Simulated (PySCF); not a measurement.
Homolysis of single bonds, series Ga CH3-H. Isolated molecules, 0 K electronic values unless said otherwise. Strings in code marks are SMILES.

The highest occupied spin orbital from two functionals at the same geometries (B3LYP-D3(BJ)/def2-TZVP), both in PySCF: PBE-D3(BJ)/def2-TZVP and B3LYP-D3(BJ)/def2-TZVP. B3LYP has the VWN-RPA correlation part, as in Gaussian. 

```tsv
species	B3LYP-D3(BJ)/def2-TZVP (eV)
radical fragment (`[CH3]`)	-6.45
radical fragment (`[CH3][Ga][CH3]`)	-4.76
radical fragment (`[CH3][GaH]`)	-5.05
```

Task: What does PBE-D3(BJ)/def2-TZVP give for each?

Result: 
- radical fragment (`[CH3]`): -5.38
- radical fragment (`[CH3][Ga][CH3]`): -3.98
- radical fragment (`[CH3][GaH]`): -4.27
Over these rows, drawn at random from the members with no instability flagged (it was tested for open shells, ions and some series alone), PBE minus B3LYP-D3(BJ): mean +0.87 eV, from +0.77 eV to +1.06 eV.
